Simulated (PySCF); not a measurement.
Sulfonium, H3S (charge +1).
Geometry (PBE0-D3(BJ)/def2-SVP, Å), atoms numbered from 1 in this order:
```
atom  x, y, z in Å
S1    -0.004    0.004    0.528
H2    -0.454    1.065   -0.202
H3     1.160   -0.129   -0.171
H4    -0.681   -0.930   -0.200
```

The calculation used PBE0-D3(BJ)/def2-SVP geometry optimisation, gas phase (PySCF).

Masses are those of the commonest isotopes; rigid-rotor values at the optimised geometry. 

**Question.** What are A, B and C (MHz)?

**Answer.** Ia = 3.46, Ib = 3.46, Ic = 4.06 u·Å²; 505379 MHz·u·Å²/I gives A = 146079, B = 146073, C = 124359 MHz.

**Question.** Classify the top.

**Answer.** An oblate symmetric top, as the point group C3v requires two equal moments; the computed ones differ by 0.00 % because the geometry is symmetric only within the optimiser's tolerance: κ = (2 × 146073 − 146079 − 124359)/(146079 − 124359) = 1.00.

**Question.** Is it planar, by Δ = Ic − Ia − Ib?

**Answer.** Not planar: Δ = Ic − Ia − Ib = -2.86 u·Å². For a rigid frame Δ = −2 Σ m c², so Σ m c² = 1.43 u·Å² lies off the ab plane: 1.30 from hydrogen and 0.12 from heavier atoms. The atom farthest from that plane is 0.66 Å away.

**Question.** Give the other two planar moments, Paa and Pbb, and the rms extents of the mass along the axes.

**Answer.** Paa = Σ m a² = (Ib + Ic − Ia)/2 = 2.03 and Pbb = Σ m b² = (Ia + Ic − Ib)/2 = 2.03 u·Å². With the mass M = 35.00 u, the rms extents √(P/M) along a, b and c are 0.24, 0.24, 0.20 Å.

**Question.** Where do the R-branch lines fall?

**Answer.** The dipole of 2.15 D (about the centre of mass, as the species is charged) lies along the symmetry axis, so ΔK = 0 and J+1 ← J falls at 2B(J+1) for every K: 292.15 GHz, 584.30 GHz, 876.46 GHz, 1168.61 GHz, 1460.76 GHz for J = 0 to 4.

Stationary, but not proved a minimum. Constants of a rigid frame at the computed geometry: no zero-point averaging, no centrifugal distortion.
